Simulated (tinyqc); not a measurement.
Inside a calculation. Method: FCI on RHF in the sto-6g basis, frozen core, for OH-, spin multiplicity 1. The basis has no diffuse functions, so it cannot describe the extra electron: this is an exercise in the method, not the real anion. One step of it, computed by the program tinyqc.

Question. FCI: determinants and Hamiltonian. Slater-Condon rules over spin orbitals, with the nuclear repulsion and the energy of the frozen orbital added and E(HF) subtracted on the diagonal. Only determinants linked to the reference directly or through others are kept (one block of an abelian symmetry group), so some states are absent.

one-electron integrals dressed by the frozen orbital, h + 2 (pq|11) - (p1|1q) (hartree), order 2, 3, 4, 5, 6:
```
[[-5.127622, 0.359345, 0.000000, 0.000000, -0.492753],
 [0.359345, -3.771731, 0.000000, 0.000000, -0.926669],
 [0.000000, 0.000000, -4.680468, 0.000000, 0.000000],
 [0.000000, 0.000000, 0.000000, -4.680468, 0.000000],
 [-0.492753, -0.926669, 0.000000, 0.000000, -3.869230]]
```

energy of the frozen orbital, 2 h_11 + (11|11) = -59.96393732 hartree

Two-electron integrals over orbitals (pq|rs), unique and non-zero (hartree); the lowest 1 orbital is frozen and left out:
```
(22|22) 0.738900    (32|22) -0.062597   (32|32) 0.126455    (33|22) 0.581322
(33|32) 0.015161    (33|33) 0.621903    (42|42) 0.157863    (43|42) -0.042950
(43|43) 0.031503    (44|22) 0.769816    (44|32) -0.099452   (44|33) 0.562352
(44|44) 0.880663    (52|52) 0.157863    (53|52) -0.042950   (53|53) 0.031503
(54|54) 0.047461    (55|22) 0.769816    (55|32) -0.099452   (55|33) 0.562352
(55|44) 0.785741    (55|55) 0.880663    (62|22) 0.085604    (62|32) 0.048179
(62|33) 0.001649    (62|44) 0.089102    (62|55) 0.089102    (62|62) 0.110231
(63|22) 0.149083    (63|32) -0.112232   (63|33) 0.000312    (63|44) 0.175978
(63|55) 0.175978    (63|62) 0.024223    (63|63) 0.182573    (64|42) 0.032395
(64|43) 0.013772    (64|64) 0.037835    (65|52) 0.032395    (65|53) 0.013772
(65|65) 0.037835    (66|22) 0.675642    (66|32) 0.007931    (66|33) 0.620986
(66|44) 0.668187    (66|55) 0.668187    (66|62) 0.080994    (66|63) 0.068350
(66|66) 0.710985
```

nuclear repulsion = 3.56348290 hartree

Hartree-Fock energy = -74.77860947 hartree

Give: determinants; H - E(HF) between determinants.

Answer.

Occupation strings over the orbitals (2 doubly, a alpha, b beta, 0 empty; spin orbitals ordered 1a 1b 2a 2b ...): 222220 22a22b 2a222b 22b22a 2b222a 222202 222022 220222 2ab222 2ba222 202222

H - E(HF) between determinants (hartree), order 222220, 22a22b, 2a222b, 22b22a, 2b222a, 222202, 222022, 220222, 2ab222, 2ba222, 202222:
```
[[0.0000, 0.0000, 0.0000, 0.0000, 0.0000, 0.0378, 0.0378, 0.1826, -0.0242, 0.0242, 0.1102],
 [0.0000, 0.5171, 0.0163, -0.1826, -0.0242, -0.0138, -0.0138, 0.0680, -0.1122, 0.0793, -0.0482],
 [0.0000, 0.0163, 1.0519, -0.0242, -0.1102, -0.0324, -0.0324, 0.1122, 0.0807, -0.0482, -0.0046],
 [0.0000, -0.1826, -0.0242, 0.5171, 0.0163, 0.0138, 0.0138, -0.0680, 0.0793, -0.1122, 0.0482],
 [0.0000, -0.0242, -0.1102, 0.0163, 1.0519, 0.0324, 0.0324, -0.1122, -0.0482, 0.0807, 0.0046],
 [0.0378, -0.0138, -0.0324, 0.0138, 0.0324, 0.6528, 0.0475, 0.0315, 0.0430, -0.0430, 0.1579],
 [0.0378, -0.0138, -0.0324, 0.0138, 0.0324, 0.0475, 0.6528, 0.0315, 0.0430, -0.0430, 0.1579],
 [0.1826, 0.0680, 0.1122, -0.0680, -0.1122, 0.0315, 0.0315, 1.1252, -0.0235, 0.0235, 0.1265],
 [-0.0242, -0.1122, 0.0807, 0.0793, -0.0482, 0.0430, 0.0430, -0.0235, 1.5647, -0.1265, 0.0542],
 [0.0242, 0.0793, -0.0482, -0.1122, 0.0807, -0.0430, -0.0430, 0.0235, -0.1265, 1.5647, -0.0542],
 [0.1102, -0.0482, -0.0046, 0.0482, 0.0046, 0.1579, 0.1579, 0.1265, 0.0542, -0.0542, 2.2024]]
```
